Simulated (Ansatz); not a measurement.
C5H10S, SMILES `CC1CCCS1`, 16 atoms. The species carries charge 0 and has multiplicity 1. Hardware: A = 2 threads of an AMD EPYC 7R13 on a shared host and a share of an NVIDIA H100 80 GB; B = 2 threads of an AMD EPYC 7R13 on a shared host. Correlated methods freeze the cores. Open-shell runs search over several starts.

Problem. How many basis functions does each run have, and how long does it take in Ansatz? UKS PBE-D4/def2-TZVPP energy of the cation [A]; RKS r2SCANh-D4/def2-TZVPP energy [A]; UKS B3LYP-D4/def2-TZVPP energy of the cation [A]; RKS ωB97M-V/def2-SVP energy [B]; RKS revPBE-D4/def2-TZVPP energy [A]; RKS PBE0-D4/def2-TZVP relaxation (7 steps) [A]; UKS ωB97M-V/def2-TZVPP energy of the cation [A]; RKS BLYP-D4/def2-TZVPP energy [A]; RKS ωB97M-V/def2-QZVPP energy [A]; RHF-CCSD(T)/def2-SVP energy [A]; UHF-CCSD(T)/def2-TZVPP energy of the cation [A]; direct RPA on PBE orbitals/def2-TZVPP energy [A]. (An estimate is asked.)

Solution. Ansatz gave: Other jobs shared the machine, so times are rough.

| level | job | functions | wall time | peak host memory (GiB) |
| --- | --- | --- | --- | --- |
| RHF-CCSD(T)/def2-SVP | energy [A] | 138 | 1.7 s | 0.8 |
| RKS BLYP-D4/def2-TZVPP | energy [A] | 337 | 1.7 s | 0.89 |
| RKS revPBE-D4/def2-TZVPP | energy [A] | 337 | 2.4 s | 0.9 |
| RKS r2SCANh-D4/def2-TZVPP | energy [A] | 337 | 2.6 s | 0.91 |
| direct RPA on PBE orbitals/def2-TZVPP | energy [A] | 337 | 3.1 s | 1.6 |
| UKS PBE-D4/def2-TZVPP | energy of the cation [A] | 337 | 3.8 s | 0.94 |
| UKS B3LYP-D4/def2-TZVPP | energy of the cation [A] | 337 | 3.9 s | 0.95 |
| UKS ωB97M-V/def2-TZVPP | energy of the cation [A] | 337 | 5.5 s | 1.2 |
| RKS ωB97M-V/def2-QZVPP | energy [A] | 655 | 6 s | 1.3 |
| RKS ωB97M-V/def2-SVP | energy [B] | 138 | 8.6 s | 0.69 |
| RKS PBE0-D4/def2-TZVP | relaxation (7 steps) [A] | 252 | 11 s | 0.93 |
| UHF-CCSD(T)/def2-TZVPP | energy of the cation [A] | 337 | 51 s | 1.6 |

B3LYP here is the variant with VWN-RPA as its local correlation; programs differ in this.
